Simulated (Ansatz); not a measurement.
## Telling isomers of CH6BSi apart by their spectra

These gas-phase data were calculated for one isomer of CH6BSi at r2SCAN-D4/def2-SVP (harmonic, unscaled wavenumbers; equilibrium rotational constants with average atomic masses):

| Quantity | Value |
| --- | --- |
| rotational constants | 33.76, 4.404, 3.99 GHz |
| all wavenumbers above 1500 cm⁻¹ | 3133, 3082, 3010, 2574, 2241, 2218 |

Candidates:

(1) `CB[SiH2]`, a doublet
(2) `B[SiH]C`, a doublet
(3) `BC[SiH2]`, a doublet

Problem. Assign the data to one candidate and say why.

Solution. Candidate (1). 1 mode lies between 2350 and 2900 cm⁻¹, one for each B–H bond, while (2) has 2, (3) has 2.

The same quantities for all candidates:

```
     rotational constants (GHz)         wavenumbers above 1500 cm⁻¹  E above the lowest, r2SCAN-D4/def2-SVP (kcal/mol)
(1)          33.76, 4.404, 3.99  3133, 3082, 3010, 2574, 2241, 2218                                                0.0
(2)         25.47, 5.598, 4.726  3155, 3125, 3031, 2663, 2559, 2212                                                2.0
(3)         20.13, 6.572, 5.736  3154, 3068, 2645, 2552, 2245, 2218                                                3.8
```

Harmonic stretches to hydrogen usually lie a few per cent above observed fundamentals. Each candidate is one conformer. Open shells are spin-unrestricted. Programs: Ansatz 0.2.0.
